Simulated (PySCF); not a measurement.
**Broadened absorption spectrum of hydrogen cyanide**

Species: hydrogen cyanide, HCN.
Atom-mapped SMILES: `[CH:1]#[N:2]` (hydrogens: H3 on C1)

Method: TDDFT B3LYP/def2-SVPD, vertical, gas phase, core orbitals frozen in the response (PySCF). Geometry: GFN2-xTB; no solvent, vibrations or thermal averaging.

Computed states:

```csv
state,E (eV),f
S1,8.04,0.0000
S2,8.32,0.0000
S3,8.32,0.0000
S4,9.21,0.016
S5,9.21,0.016
S6,9.91,0.027
S7,9.91,0.027
```

Each state is given a Gaussian of 0.25 eV full width at half maximum, with ε(max) = 2.175×10⁸ f / Δν̃ (Δν̃ the width in cm⁻¹). The width is an assumption, not a result. The curve ends short of the highest state used, and states not computed would add to its high-energy end.

Problem. Give the broadened spectrum and its maxima.

Solution. 
```tsv
λ (nm)	ε (L mol⁻¹ cm⁻¹)
133.1	2158
134.1	3326
135.1	3351
136.1	2248
137.1	1023
138.1	321
139.1	70
140.0	13
141.0	2
142.0	0
143.0	0
144.0	0
145.0	0
146.0	0
147.0	0
148.0	0
148.9	0
149.9	0
150.9	0
151.9	0
152.9	0
153.9	0
154.9	0
155.9	0
156.9	0
157.8	0
158.8	0
159.8	0
160.8	0
161.8	0
```

Maxima: 135 nm (9.21 eV), ε about 3500, made up of S4 (50%) and S5 (50%) (ε in L mol⁻¹ cm⁻¹; maxima over ε = 5, shares over 10%).

Problem. Coming from long wavelengths, where does ε first pass 100 L mol⁻¹ cm⁻¹?

Solution. At about 139 nm (8.93 eV), 0.89 eV above S1.

Problem. What would ε be at 9.21 eV, the highest of these maxima, with half the width (0.125 eV)?

Solution. About 7030 L mol⁻¹ cm⁻¹ against 3520, a factor of about 2.00; a lone state at its own centre would give exactly 2.
